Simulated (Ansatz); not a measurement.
# How methods differ on LiH (SMILES [LiH])

LiH has 2 atoms, charge 0, and is taken as a singlet. SMILES: `[LiH]`. Geometry: the measured bond length.

```xyz
2

Li    0.0000    0.0000    0.0000
H     0.0000    0.0000    1.5957
```

Each level gives the energy change with the Li1–H2 bond stretched from 1.596 to 3.989 Å (eV). The values are calculated.

| level | kind | program | value (eV) | less FCI/cc-pVTZ | CPU time (all runs) |
| --- | --- | --- | --- | --- | --- |
| HF/cc-pVTZ (restricted) | Hartree–Fock | Ansatz | 3.12 | +0.79 | 0.33 s |
| revPBE/cc-pVTZ (restricted) | GGA | Ansatz | 2.42 | +0.09 | 2.1 s |
| BHLYP/cc-pVTZ (restricted) | global hybrid | Ansatz | 2.99 | +0.66 | 1.5 s |
| wB97M-V/cc-pVTZ (restricted) | range-separated hybrid | Ansatz | 2.97 | +0.64 | 12 s |
| B2PLYP/cc-pVTZ (restricted) | double hybrid | Ansatz | 2.74 | +0.41 | 2.4 s |
| RPA@PBE/cc-pVTZ (restricted) | RPA | Ansatz | 2.28 | -0.05 | 3.1 s |
| BCCD(T)/cc-pVTZ (restricted) | coupled cluster or CI | Ansatz | 2.33 | 0.00 | 1.1 s |
| FCI/3-21G | exact in the basis | Ansatz | 1.81 | -0.52 | 0.32 s |
| FCI/cc-pVTZ | exact in the basis | Ansatz | 2.33 | 0.00 | 2.5 s |

FCI/cc-pVTZ is exact within its basis and frozen core, so for wave-function methods in that basis the difference is their error; functionals converge differently with the basis, so for them it is only a difference. A spin-restricted reference rises too steeply as a bond breaks; here HF/cc-pVTZ, revPBE/cc-pVTZ, BHLYP/cc-pVTZ, wB97M-V/cc-pVTZ, B2PLYP/cc-pVTZ, RPA@PBE/cc-pVTZ, BCCD(T)/cc-pVTZ lie well above the multireference or unrestricted value. The first shape isn't each level's own minimum. The values span 1.81 to 3.12 eV. High-level rows in very small sets aren't better than simpler rows in larger ones. Times are those of the runs behind each value, whatever else they computed, on shared processors of several kinds: orders of magnitude only.
